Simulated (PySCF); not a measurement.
Species: 1,4-dioxane, C4H8O2.
Cartesian coordinates in Å at the PBE0-D3(BJ)/def2-SVP level; atoms count from 1:
```
atom  x, y, z in Å
C1     0.4860    1.2797    0.2027
C2     1.3484    0.0361    0.3086
O3     0.5743   -1.0727    0.6917
C4    -0.4860   -1.2797   -0.2070
C5    -1.3484   -0.0361   -0.3128
O6    -0.5743    1.0727   -0.6960
H7     0.0925    1.5355    1.2084
H8     1.0717    2.1345   -0.1678
H9     1.8338   -0.1542   -0.6712
H10    2.1372    0.1659    1.0650
H11   -1.0717   -2.1345    0.1636
H12   -0.0925   -1.5355   -1.2126
H13   -2.1372   -0.1659   -1.0693
H14   -1.8338    0.1542    0.6670
```

The closed-shell ground state was solved at several levels (PySCF, density fitting, gas phase, non-relativistic). The dipole stays under 0.02 D at every level.

```json
{"level": "KT2/pcSseg-1", "basis functions": "142", "HOMO (eV)": "-5.53", "LUMO (eV)": "0.82", "gap (eV)": "6.35"}
{"level": "PBE0/pcSseg-2", "basis functions": "328", "HOMO (eV)": "-6.95", "LUMO (eV)": "0.83", "gap (eV)": "7.78"}
{"level": "CAM-B3LYP/pcSseg-2", "basis functions": "328", "HOMO (eV)": "-8.41", "LUMO (eV)": "1.46", "gap (eV)": "9.87"}
{"level": "OPBE/pcSseg-1", "basis functions": "142", "HOMO (eV)": "-5.31", "LUMO (eV)": "1.06", "gap (eV)": "6.37"}
{"level": "HF/def2-SVPD", "basis functions": "190", "HOMO (eV)": "-10.84", "LUMO (eV)": "2.68", "gap (eV)": "13.52"}
{"level": "PBE0/pcSseg-1", "basis functions": "142", "HOMO (eV)": "-6.89", "LUMO (eV)": "1.70", "gap (eV)": "8.59"}
{"level": "HF/pcSseg-1", "basis functions": "142", "HOMO (eV)": "-10.73", "LUMO (eV)": "4.53", "gap (eV)": "15.26"}
{"level": "PBE/pcSseg-1", "basis functions": "142", "HOMO (eV)": "-5.36", "LUMO (eV)": "0.85", "gap (eV)": "6.21"}
{"level": "PBE0/6-311+G(2d,p)", "basis functions": "210", "HOMO (eV)": "-6.96", "LUMO (eV)": "0.47", "gap (eV)": "7.43"}
{"level": "PBE0/6-31G*", "basis functions": "100", "HOMO (eV)": "-6.65", "LUMO (eV)": "2.98", "gap (eV)": "9.63"}
{"level": "PBE0/def2-TZVP", "basis functions": "234", "HOMO (eV)": "-6.92", "LUMO (eV)": "1.59", "gap (eV)": "8.51"}
```

Q: What might LDA/def2-SVPD (190 basis functions) give for the same quantities?

A: HOMO -5.65 eV, LUMO 0.10 eV, gap 5.75 eV.

Q: Over all these levels, which gives the widest orbital gap and which the narrowest?

A: HF/pcSseg-1 (Hartree–Fock, all exact exchange) has the widest, 15.26 eV, and LDA/def2-SVPD (LDA) the narrowest, 5.75 eV. Functional and basis both differ between the two, so the spread mixes both effects. The HOMO need not be the same orbital at Hartree–Fock and at DFT levels.

Q: How much does the basis alone move the frontier levels among the 5 PBE0 rows?

A: The HOMO by 0.31 eV and the LUMO by 2.51 eV. By rising basis size (HOMO, LUMO in eV): 6-31G* -6.65, 2.98; pcSseg-1 -6.89, 1.70; 6-311+G(2d,p) -6.96, 0.47; def2-TZVP -6.92, 1.59; pcSseg-2 -6.95, 0.83.

Q: In the pcSseg-1 basis, how does the gap go with the fixed share of exact exchange?

A: PBE (0 %) 6.21 eV; KT2 (0 %) 6.35 eV; OPBE (0 %) 6.37 eV; PBE0 (25 %) 8.59 eV; HF (100 %) 15.26 eV. Each rise in the share widens the gap here.

One conformer stands for the species.
